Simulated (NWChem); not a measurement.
**Atomisation of AlF3**

SMILES: [F][Al]([F])[F]
```xyz
4

Al     0.0000     0.0000     0.0000
F      0.0000     0.0000     1.6457
F      1.4252     0.0000    -0.8228
F     -1.4252     0.0000    -0.8228
```
Charge 0, spin multiplicity 1.

Program: NWChem. The geometry was optimised at B3LYP/def2-SVP, a minimum by its harmonic frequencies.

Basis set: def2-TZVP. The atomisation energy is electronic alone: no zero-point, thermal, spin-orbit or counterpoise terms. No value is extrapolated to the basis-set limit. Free atoms are single determinants with multiplicities Al 2, F 2. Correlated methods freeze the same cores in atoms and molecule, 8 orbitals in all.

B3LYP has NWChem's definition, with VWN1-RPA local correlation. The structure started from a generated list of species. The stability of the SCF solutions was not checked. Open-shell Hartree-Fock references start from PBE0 orbitals.

Question: For the atomisation energy, LDA (SVWN5) gives 479.6 kcal/mol and B3LYP gives 414.2 kcal/mol. What do MP2, LC-wPBE (omega 0.3 per bohr), PBE0 give?

Answer: MP2: 441.4 kcal/mol; LC-wPBE (omega 0.3 per bohr): 424.6 kcal/mol; PBE0: 410.5 kcal/mol.
